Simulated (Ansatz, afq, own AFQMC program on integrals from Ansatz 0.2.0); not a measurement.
AFQMC on a folder of integrals that Ansatz 0.2.0 wrote.

```yaml
crystal:
  periodic: [false, false, false]
  atoms:
    - {symbol: Zn, position_ang: [0.026302, -0.038754, 0.883349]}
    - {symbol: O, position_ang: [-0.121019, 0.287868, -3.368580]}
    - {symbol: H, position_ang: [0.372181, -0.371632, -3.868318]}
    - {symbol: H, position_ang: [-0.158037, -1.682933, 0.015196]}
basis:
  gaussian: {orbitals: def2-SVP}
magnetization: {spin_polarized: true, initial_magnetization: 2}
correlation: {method: ccsd_t, electrons: outside_noble_gas, hamiltonian_folder: ham}
```

```sh
$ ansatz run in.yaml --threads 1 --pin off --events-out ev --progress --plain --max-ram 16896MiB --backend cuda --devices 0, --max-vram 18GiB
```

afq runs on the folder ham with

```
--method phaseless --trial cisd --walkers 4000 --populations 20 --least-time 60 --time-step 0.005 --steps-per-block 50 --equilibration-blocks 40 --max-blocks 4000 --target-error 0.00054 --factor-cut 1e-05 --start spin_pure --seed 5471 --release-times 0.24,0.51,0.99,1.5 --release-step 0.03 --release-every 4 --taylor-order 6
```

Times are imaginary, in 1/Eh. The walk had a cap of 109 s. With eight or more populations the least sampling time is a fifth of least-time, and the error comes from their spread.

Log:

```
orbitals 45  electrons 11 9  factors 335 of 532
reference energy -1853.40685518 Eh
CCSD correlation -0.44306354 Eh in 23 cycles, weight of the determinant in the CISD state 0.8876
energy of the start -1853.846981 Eh
 block  time / (1/Eh)  mean weight  energy / Eh
     1     0.250  0.9999  -1853.846656
     2     0.500  0.9998  -1853.851642
     3     0.750  0.9999  -1853.854328
     4     1.000  0.9998  -1853.856866
     5     1.250  1.0004  -1853.857285
     7     1.750  0.9999  -1853.858686
     9     2.250  1.0000  -1853.856889
    11     2.750  1.0007  -1853.859135
    15     3.750  1.0001  -1853.858500
    19     4.750  1.0003  -1853.858366
    23     5.750  1.0000  -1853.858011
    27     6.750  1.0002  -1853.857365
    31     7.750  1.0000  -1853.858715
    33     8.250  0.9996  -1853.856814
    35     8.750  1.0000  -1853.858759
    39     9.750  1.0002  -1853.858997
    43    10.750  0.9998  -1853.858794
    47    11.750  0.9995  -1853.857331
    51    12.750  0.9996  -1853.858175
    55    13.750  0.9995  -1853.859307
    59    14.750  0.9993  -1853.858772
    63    15.750  1.0004  -1853.858347
    67    16.750  1.0001  -1853.858201
    71    17.750  0.9997  -1853.858173
    75    18.750  0.9996  -1853.859770
    79    19.750  0.9995  -1853.859072
    81    20.250  1.0000  -1853.860251
    83    20.750  1.0004  -1853.859622
    87    21.750  1.0001  -1853.858293
    89    22.250  1.0004  -1853.859684
error from the spread of 20 populations
released: time / (1/Eh)  energy / Eh  error  mean overlap
  0.24  -1853.858321  0.000230  1.0013
  0.51  -1853.858375  0.000159  0.9999
  0.99  -1853.858317  0.000184  0.9986
  1.50  -1853.859240  0.000375  0.9930
energy -1853.858581 +/- 0.000182 Eh
(rows thinned)
```

The run passed its tests (sampling time, drift between the halves within three errors, error under three times the target), which doesn't prove that it has relaxed.

Against this walk (error 5.0 meV) on the same determinant: CCSD(T) 17.3 meV lower, CCSDT(Q) 6.2 meV higher (within the noise). The error is statistical and leaves out the bias of the constraint. Released to 0.99 1/Eh the energy moves by 7 ± 7 meV (both errors), within twice the noise.

Cautions: constraint bias not in the error; no relativity below Rb; outer-core shells of the metal frozen; lower spins were not checked; higher spins were not checked.

The walk took 58 s on 1 × NVIDIA H100 80GB HBM3 with 2 threads of AMD EPYC 7R13 Processor (Zen 3), on a shared host (the card was shared). The log's last line is the phaseless energy.

CCSDT and higher add their correlation energy to the determinant of the CCSD(T) run, since their own runs factorise the integrals more tightly (a shift of under 2 meV).
